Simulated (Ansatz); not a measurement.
We consider Cu4SnS4 (Pnma, No. 62; cell taken from a computed entry), described by LDA (PAW; Ansatz, a program for electronic structure).

Settings: plane-wave cutoff 520 eV, 4×8×10 k mesh (along the axes of the cell as run), Fermi–Dirac smearing 0.05 eV, no spin polarisation, scalar-relativistic PAW data made under PBE.

Cell (relaxed with PBEsol):

Cu$_{4}$SnS$_{4}$ is modelled in the orthorhombic space group Pnma (No. 62), Pearson symbol oP36. Conventional cell: a = 13.278 Å, b = 7.536 Å, c = 6.395 Å, α = 90.00°, β = 90.00°, γ = 90.00°. Cu1 on 4c has 3 S at 2.240–2.247 Å. Cu2 on 8d sees 4 S at 2.239–2.372 Å (tetrahedral). Cu3 on 4c is surrounded by 2 S at 2.236–2.274 Å and 2 S at 2.431 Å (tetrahedral). Sn on 4c is coordinated by 4 S at 2.475–2.486 Å (tetrahedral). S1 on 4c is surrounded by 4 Cu at 2.240–2.372 Å and 1 Sn at 2.486 Å. S2 on 8d sees 3 Cu at 2.247–2.293 Å and 1 Cu at 2.431 Å and 1 Sn at 2.483 Å. S3 on 4c is coordinated by 3 Cu at 2.236–2.239 Å and 1 Sn at 2.475 Å (tetrahedral). (Neighbours: up to the widest gap in distance over summed covalent radii, below 1.35, at either atom; cation-cation and far metal-metal contacts left out.)

Predict the band gap, smallest direct gap on the k points sampled and direct gap at Γ.


- band gap = 0.02 eV (under three smearing widths, so not firm)
- smallest direct gap on the k points sampled = 0.05 eV (under three smearing widths, so not firm)
- direct gap at Γ = 0.13 eV (under three smearing widths, so not firm)

Note: cell and atoms aren't relaxed at this level (largest force component 0.11 eV/Å, pressure -2.9 GPa).

Spin–orbit coupling is not included; it can close the smallest gap of 0.02 eV.

Computed values are for the static lattice.
